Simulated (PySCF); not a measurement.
# Simulated absorption spectrum

C4H7F.
SMILES: `C/C=C\CF`

Theory: TDDFT CAM-B3LYP/def2-SVPD, vertical, gas phase, core orbitals frozen in the response (PySCF). The structure is a single PBE0-D3(BJ)/def2-SVP conformer in the gas phase; no vibrational or solvent corrections. Torsions of this conformer, `[CH3:1]/[CH:2]=[CH:3]\[CH2:4][F:5]`: C2–C3–C4–F5 -135°.

Each state is given a Gaussian of 0.3 eV full width at half maximum, with ε(max) = 2.175×10⁸ f / Δν̃ (Δν̃ the width in cm⁻¹). The width is an assumption, not a result. The curve ends short of the highest state used, and states not computed would add to its high-energy end.

```csv
λ (nm),ε (L mol⁻¹ cm⁻¹)
142.3,2104
143.5,1028
144.8,392
146.0,282
147.3,570
148.5,1097
149.8,1663
151.0,1854
152.3,1609
153.5,1214
154.8,929
156.0,883
157.3,985
158.5,1133
159.7,1282
161.0,1371
162.2,1372
163.5,1515
164.7,2365
166.0,5102
167.2,10186
168.5,18485
169.7,27211
171.0,34788
172.2,37516
173.5,34928
174.7,28638
176.0,20182
177.2,12984
178.4,7494
179.7,3670
180.9,1707
182.2,665
183.4,251
184.7,79
185.9,24
```

(1) Locate the maxima and give the states behind the curve.

(2) Coming from long wavelengths, where does ε first pass 100 L mol⁻¹ cm⁻¹?

Results:

(1) 172 nm (7.20 eV), ε about 38000, made up of S1 (24%) and S2 (76%); 161 nm (7.68 eV), ε about 1400, made up of S3 (86%) and S4 (11%) (hardly more than a shoulder); 151 nm (8.22 eV), ε about 1900, made up of S5 (99%) (ε in L mol⁻¹ cm⁻¹; maxima over ε = 5, shares over 10%). At its high-energy end, 8.71 eV, the curve is still rising (ε about 2100, from S6 and S7). The states used: S1 7.12 eV (f 0.123); S2 7.22 eV (f 0.322); S3 7.67 eV (f 0.013); S4 7.90 eV (f 0.0071); S5 8.22 eV (f 0.020); S6 8.80 eV (f 0.017); S7 8.89 eV (f 0.026); S8 9.03 eV (f 0.0050); S9 9.22 eV (f 0.0052); S10 9.31 eV (f 0.0056).

(2) At about 184 nm (6.72 eV), 0.40 eV below S1.

All these states lie below the vertical ionisation energy of 9.75 eV (ΔSCF).

Hardware: one thread, Arm Neoverse V1 (aarch64), shared host. Cost: 33 s (with the writing of density and orbital grids), 0.71 GiB resident at most.
